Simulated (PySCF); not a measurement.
**How the method moves the HOMO and LUMO of hexane**

Compound: hexane, C6H14.
Numbering: `[CH3:1][CH2:2][CH2:3][CH2:4][CH2:5][CH3:6]` (hydrogens: H7, H8, H9 on C1; H10, H11 on C2; H12, H13 on C3; H14, H15 on C4; H16, H17 on C5; H18, H19, H20 on C6)

Structure used (PBE0-D3(BJ)/def2-SVP), in Å, numbered top down from 1:
```
atom  x, y, z in Å
C1    -3.1847   -0.2750    0.1771
C2    -1.8355    0.3662    0.4597
C3    -0.6776   -0.3170   -0.2550
C4     0.6776    0.3170    0.0224
C5     1.8355   -0.3662   -0.6922
C6     3.1847    0.2750   -0.4096
H7    -4.0004    0.2406    0.7063
H8    -3.1989   -1.3309    0.4922
H9    -3.4199   -0.2523   -0.8993
H10   -1.8622    1.4313    0.1681
H11   -1.6423    0.3612    1.5473
H12   -0.6486   -1.3834    0.0354
H13   -0.8676   -0.3117   -1.3442
H14    0.8676    0.3117    1.1116
H15    0.6486    1.3834   -0.2679
H16    1.8622   -1.4313   -0.4006
H17    1.6423   -0.3612   -1.7798
H18    3.1989    1.3309   -0.7248
H19    4.0004   -0.2406   -0.9389
H20    3.4199    0.2523    0.6668
```

Basis pcSseg-1 throughout (PySCF), one geometry. Isolated species at its PBE0-D3(BJ)/def2-SVP geometry (one conformer only).

Q: How do the orbital energies and the gap change with the method?

A: 
| method | kind | HOMO (eV) | LUMO (eV) | gap (eV) | SCF cycles |
| --- | --- | --- | --- | --- | --- |
| BLYP | GGA | -7.36 | 0.74 | 8.10 | 13 |
| OPBE | GGA | -7.43 | 1.06 | 8.49 | 12 |
| LDA | LDA | -7.47 | 0.51 | 7.98 | 13 |
| PBE | GGA | -7.47 | 0.73 | 8.20 | 13 |
| BP86 | GGA | -7.57 | 0.81 | 8.38 | 13 |
| HF | Hartree–Fock | -12.12 | 4.41 | 16.54 | 9 |

The HOMO spans 4.77 eV, from BLYP down to HF, and the gap runs from 7.98 eV (LDA) to 16.54 eV (HF). The dipole is below 0.03 D at every level.

The vertical ΔSCF ionisation energy at PBE0/def2-SVPD is 10.60 eV; −ε(HOMO) comes closest to it with HF (12.12 eV).
